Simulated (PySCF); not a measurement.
A GIAO shielding run with PySCF 2.14 (density fitting, non-relativistic, gas phase) on `[B]Cl`, BCl:

```
$ OMP_NUM_THREADS=1 python probes_run.py task.json out

{"job": {"kind": "nmr", "xc": "wB97X-D", "basis": "pcSseg-2", "pop": false}, "charge": 0, "multiplicity": 1}
B      0.865521    -0.039101     0.005499
Cl    -0.851500     0.012109    -0.015788
```

Hardware: 1 thread of an Arm Neoverse N1, shared host.

(1) How large is the calculation?

(2) How long does it take, and how much memory does it need?

(3) And these other runs on the same molecule and hardware: GIAO shielding at B97-2/pcSseg-2; GIAO shielding at KT3/pcSseg-2; GIAO shielding at PBE0/pcSseg-2?

Answers

(1) 22 electrons, 79 basis functions and 259 auxiliary functions.

(2) 2.1 s of wall time, with 12 SCF cycles and 6 response iterations; peak memory 0.32 GiB. Times on a shared host scatter by some tens of per cent.

(3) B97-2/pcSseg-2: 79 functions, 1.6 s; KT3/pcSseg-2: 79 functions, 2.4 s; PBE0/pcSseg-2: 79 functions, 3.6 s.
